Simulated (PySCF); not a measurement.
Job for PySCF: R-B3LYP/6-31G* on CH5N (SMILES CN) with ghost functions.

```python
from pyscf import gto, scf, dft, mp
from pyscf.data.elements import chemcore

mol = gto.M(
    atom='''
    N    -1.72923888    0.26224376   -0.65861489
    H    -0.90064388   -0.32260924   -0.70895689
    H    -2.39106688   -0.12741524   -1.31685089
    C    -2.28925688    0.18272676    0.68876411
    H    -3.18333588    0.80057276    0.74998411
    H    -2.55334388   -0.82451624    1.02626911
    H    -1.57087388    0.59000276    1.39790411
    ghost-N    1.90027412   -0.75573524   -0.45178489
    ghost-H    2.19654312   -0.48119724   -1.37976989
    ghost-H    2.52382412   -1.50342524   -0.17658989
    ghost-C    2.06050412    0.37947576    0.46189111
    ghost-H    1.79031412    0.06477976    1.46754411
    ghost-H    3.06791512    0.80125176    0.49886211
    ghost-H    1.36796412    1.16525076    0.16923311
    ''',
    basis='6-31g*',
    cart=True,
    charge=0, spin=0, verbose=3, max_memory=1800)
mf = dft.RKS(mol, xc='b3lyp')
mf.conv_tol = 1e-8
mf.max_cycle = 100
mf.kernel()
if not mf.converged:
    mf = mf.newton().run(mf.mo_coeff, mf.mo_occ)
```

Program output:

```
converged SCF energy = -95.8533905275891
```

The calculation finished and met its thresholds.

Cost: around 7 core-seconds (rough).
